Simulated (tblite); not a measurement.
A geometry optimisation, step by step.

Species: C3H3NS.
Bonds: C1–C2 (aromatic), C2–S3 (aromatic), S3–C4 (aromatic), C4–N5 (aromatic), C1–N5 (aromatic). Hydrogens: H6 on C1; H7 on C2; H8 on C4.

Computed with GFN2-xTB (tblite), gas phase: L-BFGS steps from a force-field or distance-geometry start until the largest atomic force falls under 0.01 eV/Å. 14 of its 19 geometries are shown.

Step 0: E = -382.8187 eV, largest atomic force 4.735 eV/Å
```
atom  x, y, z in Å  |  force x, y, z in eV/Å
C1      0.553    0.759    0.377    2.317   0.770   0.438
C2      1.122   -0.423    0.699   -2.564  -1.299  -0.340
S3     -0.289   -1.614    0.577    0.592   0.718  -0.047
C4     -1.468   -0.265    0.074    4.591   0.242   1.133
N5     -0.717    0.793    0.089   -3.735   1.008  -1.119
H6      1.170    1.690    0.369   -0.905  -0.715  -0.095
H7      2.141   -0.607    0.969   -0.278  -0.496   0.001
H8     -2.503   -0.323   -0.144   -0.017  -0.228   0.029
```

Step 1: E = -383.1859 eV, largest atomic force 3.035 eV/Å
```
atom  x, y, z in Å  |  force x, y, z in eV/Å
C1      0.586    0.770    0.384   -1.289  -0.013  -0.259
C2      1.085   -0.442    0.694   -0.937  -0.497  -0.096
S3     -0.280   -1.603    0.576    0.481   0.223   0.024
C4     -1.403   -0.262    0.091   -0.145  -1.715   0.334
N5     -0.770    0.807    0.073    1.484   2.642  -0.161
H6      1.157    1.680    0.367   -0.197   0.080  -0.060
H7      2.137   -0.614    0.970   -1.120  -0.426  -0.206
H8     -2.503   -0.327   -0.144    1.723  -0.295   0.424
```

Step 3: E = -383.4900 eV, largest atomic force 1.343 eV/Å
```
atom  x, y, z in Å  |  force x, y, z in eV/Å
C1      0.553    0.776    0.377   -0.020   0.232  -0.041
C2      1.037   -0.463    0.688    0.021   0.698  -0.091
S3     -0.264   -1.588    0.575   -0.273  -0.112  -0.058
C4     -1.351   -0.284    0.111    0.035   0.823  -0.098
N5     -0.762    0.869    0.061    0.034  -0.780   0.112
H6      1.145    1.679    0.365   -0.068  -0.074  -0.002
H7      2.085   -0.636    0.960   -0.958  -0.374  -0.168
H8     -2.434   -0.343   -0.126    1.230  -0.413   0.345
```

Step 4: E = -383.5787 eV, largest atomic force 0.760 eV/Å
```
atom  x, y, z in Å  |  force x, y, z in eV/Å
C1      0.539    0.784    0.373    0.699   0.282   0.100
C2      1.015   -0.456    0.683    0.047   0.637  -0.088
S3     -0.263   -1.584    0.573   -0.371  -0.174  -0.050
C4     -1.328   -0.276    0.117    0.204   0.542  -0.058
N5     -0.757    0.880    0.058   -0.418  -0.626   0.023
H6      1.137    1.676    0.363    0.070   0.096   0.004
H7      2.039   -0.655    0.952   -0.327  -0.344  -0.021
H8     -2.374   -0.360   -0.110    0.096  -0.413   0.091
```

Step 6: E = -383.6170 eV, largest atomic force 0.381 eV/Å
```
atom  x, y, z in Å  |  force x, y, z in eV/Å
C1      0.549    0.799    0.372    0.028   0.130  -0.024
C2      1.006   -0.438    0.679   -0.016  -0.050   0.002
S3     -0.272   -1.586    0.571    0.023   0.105  -0.001
C4     -1.315   -0.266    0.119   -0.148  -0.161  -0.028
N5     -0.759    0.878    0.058    0.103   0.236   0.002
H6      1.141    1.684    0.363    0.199   0.325  -0.005
H7      2.011   -0.678    0.949    0.031  -0.287   0.054
H8     -2.351   -0.384   -0.101   -0.221  -0.299   0.000
```

Step 7: E = -383.6282 eV, largest atomic force 0.385 eV/Å
```
atom  x, y, z in Å  |  force x, y, z in eV/Å
C1      0.555    0.808    0.372   -0.166   0.044  -0.047
C2      1.003   -0.431    0.677    0.028  -0.186   0.032
S3     -0.276   -1.584    0.570    0.152   0.184   0.013
C4     -1.314   -0.264    0.118   -0.215  -0.195  -0.030
N5     -0.759    0.879    0.058    0.175   0.343  -0.008
H6      1.147    1.696    0.363    0.122   0.225  -0.008
H7      2.002   -0.694    0.949    0.068  -0.223   0.052
H8     -2.350   -0.401   -0.098   -0.164  -0.194  -0.004
```

Step 8: E = -383.6367 eV, largest atomic force 0.267 eV/Å
```
atom  x, y, z in Å  |  force x, y, z in eV/Å
C1      0.559    0.817    0.371   -0.192  -0.084  -0.023
C2      1.002   -0.427    0.676    0.044  -0.108   0.022
S3     -0.278   -1.579    0.570    0.183   0.187   0.015
C4     -1.315   -0.262    0.117   -0.156  -0.065  -0.028
N5     -0.758    0.884    0.058    0.116   0.240  -0.015
H6      1.155    1.710    0.362   -0.011   0.040  -0.009
H7      1.994   -0.712    0.951    0.076  -0.140   0.041
H8     -2.352   -0.421   -0.095   -0.060  -0.071  -0.001
```

Step 10: E = -383.6412 eV, largest atomic force 0.119 eV/Å
```
atom  x, y, z in Å  |  force x, y, z in eV/Å
C1      0.558    0.820    0.370   -0.008  -0.050   0.012
C2      1.005   -0.427    0.677    0.041   0.070  -0.005
S3     -0.273   -1.571    0.570    0.016   0.046  -0.004
C4     -1.319   -0.260    0.115    0.020   0.078  -0.005
N5     -0.757    0.890    0.058   -0.032  -0.012  -0.011
H6      1.157    1.716    0.362   -0.090  -0.077  -0.008
H7      1.994   -0.727    0.953    0.035  -0.057   0.017
H8     -2.356   -0.433   -0.094    0.019   0.002   0.004
```

Step 11: E = -383.6418 eV, largest atomic force 0.086 eV/Å
```
atom  x, y, z in Å  |  force x, y, z in eV/Å
C1      0.557    0.819    0.370    0.032   0.025   0.006
C2      1.007   -0.426    0.677    0.054   0.033   0.006
S3     -0.271   -1.568    0.570   -0.033  -0.002  -0.007
C4     -1.320   -0.258    0.115    0.033   0.057   0.001
N5     -0.757    0.891    0.057   -0.046  -0.044  -0.007
H6      1.155    1.715    0.361   -0.069  -0.051  -0.007
H7      1.995   -0.730    0.954    0.005  -0.027   0.005
H8     -2.356   -0.434   -0.094    0.024   0.009   0.004
```

Step 12: E = -383.6420 eV, largest atomic force 0.033 eV/Å
```
atom  x, y, z in Å  |  force x, y, z in eV/Å
C1      0.556    0.819    0.370    0.023  -0.013   0.008
C2      1.008   -0.426    0.677    0.001   0.033  -0.005
S3     -0.271   -1.567    0.570   -0.029  -0.013  -0.005
C4     -1.320   -0.257    0.115    0.023   0.014   0.004
N5     -0.757    0.892    0.057   -0.017  -0.025  -0.001
H6      1.152    1.713    0.361   -0.027   0.011  -0.007
H7      1.996   -0.732    0.954    0.013  -0.017   0.005
H8     -2.356   -0.434   -0.094    0.013   0.011   0.001
```

Step 14: E = -383.6421 eV, largest atomic force 0.026 eV/Å
```
atom  x, y, z in Å  |  force x, y, z in eV/Å
C1      0.557    0.819    0.371   -0.001  -0.001  -0.001
C2      1.008   -0.425    0.677   -0.001  -0.014   0.002
S3     -0.272   -1.567    0.569    0.002  -0.003   0.001
C4     -1.319   -0.257    0.115   -0.002  -0.011   0.002
N5     -0.757    0.892    0.057    0.012   0.003   0.002
H6      1.151    1.714    0.361   -0.011   0.023  -0.006
H7      1.996   -0.733    0.954    0.002  -0.007   0.001
H8     -2.355   -0.434   -0.094    0.000   0.010  -0.002
```

Step 15: E = -383.6422 eV, largest atomic force 0.020 eV/Å
```
atom  x, y, z in Å  |  force x, y, z in eV/Å
C1      0.557    0.819    0.371   -0.006  -0.004  -0.001
C2      1.009   -0.425    0.677   -0.004  -0.015   0.002
S3     -0.272   -1.567    0.569    0.016   0.002   0.004
C4     -1.319   -0.257    0.115   -0.007  -0.010   0.000
N5     -0.757    0.892    0.057    0.018   0.008   0.003
H6      1.150    1.715    0.360   -0.007   0.016  -0.004
H7      1.996   -0.734    0.955   -0.003  -0.004   0.000
H8     -2.354   -0.434   -0.094   -0.006   0.008  -0.003
```

Step 17: E = -383.6422 eV, largest atomic force 0.012 eV/Å
```
atom  x, y, z in Å  |  force x, y, z in eV/Å
C1      0.558    0.819    0.371    0.000  -0.001   0.000
C2      1.009   -0.426    0.677   -0.002   0.001  -0.001
S3     -0.272   -1.567    0.569    0.012   0.000   0.003
C4     -1.319   -0.257    0.115   -0.002   0.000  -0.001
N5     -0.757    0.891    0.057    0.004   0.000   0.001
H6      1.148    1.717    0.360   -0.001  -0.002   0.000
H7      1.996   -0.735    0.955   -0.007  -0.001  -0.001
H8     -2.354   -0.433   -0.094   -0.005   0.003  -0.001
```

Step 18: E = -383.6422 eV, largest atomic force 0.004 eV/Å
```
atom  x, y, z in Å  |  force x, y, z in eV/Å
C1      0.558    0.819    0.371    0.001   0.001   0.000
C2      1.009   -0.426    0.677    0.000   0.004  -0.001
S3     -0.272   -1.567    0.570    0.004  -0.001   0.001
C4     -1.319   -0.257    0.115    0.001   0.000   0.000
N5     -0.757    0.891    0.057   -0.001  -0.003   0.000
H6      1.148    1.717    0.360    0.000  -0.002   0.000
H7      1.996   -0.735    0.955   -0.004  -0.001  -0.001
H8     -2.355   -0.432   -0.094   -0.002   0.002  -0.001
```

Q: Summarise the path.

A: The energy falls by 79.45 kJ/mol from step 0 to step 18; nine tenths of that is first reached at step 4. It never rises by more than 0.2 meV. The largest force goes from 4.735 to 0.004 eV/Å. Among the bonds C2–S3 changes most, from 1.850 to 1.719 Å; the atoms move by 0.128 Å rms after alignment.

Q: Follow the three bonds and two angles with the largest change from start to end.

A: 
```tsv
step	E above end (kJ/mol)	largest force (eV/Å)	C2–S3 (Å)	S3–C4 (Å)	C1–N5 (Å)	S3–C4–N5 (°)	C1–N5–C4 (°)
0	79.45	4.735	1.850	1.861	1.302	102.8	123.0
1	44.02	3.035	1.797	1.816	1.392	109.0	118.0
2	27.97	1.718	1.758	1.785	1.385	110.9	114.2
3	14.69	1.343	1.723	1.761	1.356	112.8	111.8
4	6.13	0.760	1.708	1.748	1.337	114.4	110.7
5	3.74	0.450	1.715	1.745	1.342	115.1	110.8
6	2.43	0.381	1.722	1.742	1.348	115.5	111.1
7	1.35	0.385	1.726	1.739	1.353	115.7	111.4
8	0.53	0.267	1.725	1.737	1.355	115.6	111.7
9	0.23	0.158	1.722	1.737	1.355	115.4	111.7
10	0.10	0.119	1.718	1.738	1.353	115.1	111.7
11	0.04	0.086	1.717	1.738	1.353	115.0	111.6
12	0.02	0.033	1.717	1.738	1.353	115.0	111.6
13	0.01	0.028	1.718	1.738	1.353	115.1	111.5
14	0.01	0.026	1.719	1.738	1.353	115.1	111.5
15	0.00	0.020	1.719	1.737	1.353	115.1	111.6
16	0.00	0.021	1.719	1.737	1.353	115.1	111.6
17	0.00	0.012	1.719	1.737	1.353	115.1	111.6
18	0.00	0.004	1.719	1.738	1.353	115.1	111.6
```

What follows is the cost of the whole relaxation. Time: under 0.1 s. Hardware: an Arm Neoverse V1 with one thread, on a shared host.
